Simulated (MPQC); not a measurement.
# [SiH3]− (SMILES [SiH3-]): B3LYP/MINI (Scaled)

What is the energy change on altering one bond length of [SiH3]− at B3LYP/MINI (Scaled)? 

The results are computed with MPQC 2.3.1.

9 further runs of the same task are left out: 7 that didn't finish, 2 set aside as unsound or not needed.

**1. Starting point**

[SiH3]− has 4 atoms, charge -1, and is taken as a singlet. As SMILES, `[SiH3-]`. The shape is that of a PBE0-D4/def2-TZVPD optimisation.

Bond lengths: Si1–H2 1.546 Å, Si1–H3 1.546 Å, Si1–H4 1.546 Å. Angles: H2–Si1–H3 94.1°, H2–Si1–H4 94.1°, H3–Si1–H4 94.1°.

**2. Energy and forces at B3LYP/MINI (Scaled)**

input.in

```
molecule<Molecule>: (
    symmetry = auto
    unit = angstrom
    { atoms geometry } = {
        Si [ 0.539700 -0.050700 -0.300900 ]
        H  [ 0.426600 0.622300 1.085900 ]
        H  [ -0.298500 -1.283700 0.106800 ]
        H  [ -0.667800 0.712200 -0.891800 ]
    }
)
basis<GaussianBasisSet>: (
    name = "MINI (Scaled)"
    molecule = $:molecule
    puream = no
)
mpqc: (
    checkpoint = no
    savestate = no
    restart = no
    do_energy = yes
    do_gradient = yes
    optimize = no
    mole<CLKS>: (
        molecule = $:molecule
        basis = $:basis
        total_charge = -1
        memory = 1000000000
        print_evals = yes
        print_npa = yes
        maxiter = 80
        functional<StdDenFunctional>: ( name = "B3LYP" )
        integrator<RadialAngularIntegrator>: ( grid = medium )
        guess_wavefunction<CLHF>: (
            molecule = $:molecule
            total_charge = -1
            memory = 1000000000
            value_accuracy = 1e-3
            basis<GaussianBasisSet>: (
                name = "3-21G"
                molecule = $:molecule
            )
        )
    )
)
```

Command:

```sh
$ mpqc input.in > input.out
```

The log of the run (excerpt; [...] marks lines left out):

```text
MPQC: Massively Parallel Quantum Chemistry
[...]
  Integrated electron density error = 0.000120699024
  iter     1 energy = -289.6604199753 delta = 6.32803e-01
  Integrated electron density error = 0.000012573436
  iter     2 energy = -289.6658330944 delta = 2.82222e-02
[...]
  Integrated electron density error = -0.000000115160
  iter     7 energy = -289.6667111029 delta = 2.41945e-06
  Integrated electron density error = -0.000000115148
  iter     8 energy = -289.6667111033 delta = 7.10045e-07
  Integrated electron density error = -0.000000115147
  iter     9 energy = -289.6667111029 delta = 1.76491e-08
[...]
  LUMO is    10   A =   0.498277
  total scf energy = -289.6667111029
[...]
  Integrated electron density error = -0.000000117230
  Total Gradient:
[...]
Value of the MolecularEnergy: -289.6667111029
  Gradient of the MolecularEnergy:
      1    0.0171571196
      2   -0.0016084320
      3   -0.0095242490
      4   -0.0017245981
      5    0.0045154797
      6    0.0096535460
      7   -0.0064954606
      8   -0.0080244887
      9    0.0032184629
     10   -0.0089370609
     11    0.0051174410
     12   -0.0033477599
[...]
        symmetry = c1
[...]
```

It took 0.48 s on 1 thread of Arm Neoverse V2, shared host.

**3. The distorted shape at the same level**

run.in

```
% emacs should use -*- KeyVal -*- mode
molecule<Molecule>: (
   symmetry = auto
   unit = angstrom
   { atoms geometry } = {
      Si [ 0.958799 0.565799 -0.504750 ]
      H  [ 0.845699 1.238799 0.882050 ]
      H  [ -0.298500 -1.283700 0.106800 ]
      H  [ -0.248701 1.328699 -1.095650 ]
   }
)
basis<GaussianBasisSet>: (
   name = "MINI (Scaled)"
   molecule = $:molecule
   puream = no
)
mpqc: (
   checkpoint = no
   savestate = no
   restart = no
   do_energy = yes
   do_gradient = yes
   optimize = no
   mole<CLKS>: (
      molecule = $:molecule
      basis = $:basis
      total_charge = -1
      memory = 1000000000
      print_evals = yes
      print_npa = yes
      maxiter = 80
      functional<StdDenFunctional>: ( name = "B3LYP" )
      integrator<RadialAngularIntegrator>: ( grid = medium )
      guess_wavefunction<CLHF>: (
         molecule = $:molecule
         total_charge = -1
         memory = 1000000000
         value_accuracy = 1e-3
         basis<GaussianBasisSet>: (
            name = "3-21G"
            molecule = $:molecule
         )
      )
   )
)
```

Command:

```sh
$ mpqc -o run.out run.in
```

The log of the run (excerpt; [...] marks lines left out):

```text
MPQC: Massively Parallel Quantum Chemistry
[...]
  Integrated electron density error = 0.000052177852
  iter     1 energy = -289.5705535532 delta = 6.41798e-01
  Integrated electron density error = 0.000082507111
  iter     2 energy = -289.5591332898 delta = 6.85369e-02
[...]
  Integrated electron density error = -0.000003151144
  iter     8 energy = -289.5825037035 delta = 2.60081e-06
  Integrated electron density error = -0.000003151139
  iter     9 energy = -289.5825037035 delta = 2.06873e-07
  Integrated electron density error = -0.000003151140
  iter    10 energy = -289.5825037035 delta = 3.65857e-08
[...]
  LUMO is    10   A =   0.318662
  total scf energy = -289.5825037035
[...]
  Integrated electron density error = -0.000003153551
  Total Gradient:
[...]
Value of the MolecularEnergy: -289.5825037035
  Gradient of the MolecularEnergy:
      1    0.0373651362
      2    0.0438871611
      3   -0.0186499466
      4    0.0016402980
      5    0.0048877345
      6    0.0067407468
      7   -0.0343366873
      8   -0.0541919034
      9    0.0165377979
     10   -0.0046687469
     11    0.0054170078
     12   -0.0046285981
[...]
        symmetry = c1
[...]
```

Run time: 0.5 s. Hardware: 1 thread of Arm Neoverse V2, shared host.

**4. Results**

Level: B3LYP/MINI (Scaled).

| quantity | value |
| --- | --- |
| first shape: total energy | -289.66671 Eh |
| first shape: HOMO energy | 3.83 eV |
| first shape: LUMO energy | 13.56 eV |
| first shape: HOMO–LUMO gap (to an unbound level, set by the basis) | 9.73 eV |
| first shape: largest force on an atom | 1.012 eV/Å |
| distorted shape: total energy | -289.58250 Eh |
| distorted shape: HOMO energy | 3.24 eV |
| distorted shape: LUMO energy | 8.67 eV |
| distorted shape: HOMO–LUMO gap (to an unbound level, set by the basis) | 5.43 eV |
| distorted shape: largest force on an atom | 3.407 eV/Å |
| energy change with the Si1–H3 bond stretched from 1.546 to 2.318 Å | 2.291 eV |

**Reading.** With the Si1–H3 bond stretched from 1.546 to 2.318 Å the energy rises by 2.29 eV (53 kcal/mol). The first shape isn't relaxed at this level, so the change isn't measured from a minimum. The minimal basis adds a large error of its own. The largest force (first shape) is 1.01 eV/Å: the shape isn't a stationary point for this species at this level. The HOMO (first shape) lies at positive energy, 3.83 eV; only total energies tell whether the electron is bound. The HOMO (distorted shape) lies at positive energy, 3.24 eV; only total energies tell whether the electron is bound.
